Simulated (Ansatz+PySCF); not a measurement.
A calculation with Ansatz (development build ahead of 0.2.0).

```yaml
crystal:
  periodic: [false, false, false]
  atoms:
    - { symbol: S, position_ang: [0.0, 0.0, -0.08602] }
    - { symbol: H, position_ang: [0.0, 0.0, 1.37629] }
basis:
  gaussian: { orbitals: def2-SVP }
magnetization:
  initial_magnetization: 1
hamiltonian:
  xc: hf
correlation:
  method: ccsd_t
  frozen_orbitals: { H: 0, S: 5 }
scf:
  omitted_lower_state_checks: [stability, starts, atomic_configurations, cluster_reference, orbital_swaps, given_window_search, neighbouring_geometries, increment]
```

The input is written out in the form of the current development build from the run's settings. Correlation on restricted open-shell orbitals is semicanonical, with singles.

Output:

* Converged: yes
* Reference energy: -397.94909 hartree
* CCSD correlation energy: -0.13684 hartree
* Triples correction: -0.00246 hartree
* Total energy: -398.08840 hartree
* Spin squared of the determinant: 0.750
* Largest doubles amplitude: 0.08
* Occupied orbitals by symmetry in an Abelian subgroup (alpha; beta): 5 A1 2 B1 2 B2; 5 A1 2 B1 1 B2
